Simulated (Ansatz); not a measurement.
# How the polycrystal shear modulus of 1T (CdI2-type) SnS₂ moves with the method

No measured value is used here.

```json
[
 {"level (code)": "LDA (Ansatz)", "value (GPa)": "23.6", "cell (Å³/atom)": "21.70"},
 {"level (code)": "PBE (Ansatz)", "value (GPa)": "(withheld)", "cell (Å³/atom)": "27.63"},
 {"level (code)": "PBE-D3(BJ) (Ansatz)", "value (GPa)": "22.9", "cell (Å³/atom)": "22.57"},
 {"level (code)": "PBE-D4 (Ansatz)", "value (GPa)": "23.1", "cell (Å³/atom)": "22.54"}
]
```

### Question
Some entries are withheld; supply them.

### Answer

- PBE (Ansatz, an electronic-structure program), value (GPa): 10.1

LDA: LDA has no dispersion term either, though it tends to give short spacings of layers, chains or molecules. PBE: the cell comes from a level without a dispersion term, which matters for the spacing of layers, chains or molecules. PBE-D3(BJ), PBE-D4: the dispersion coefficients are held fixed in the derivatives. Each level is taken at its own relaxed cell. Ansatz's density-functional and Hartree–Fock values are scalar-relativistic unless marked +SOC, with PAW data made under PBE.
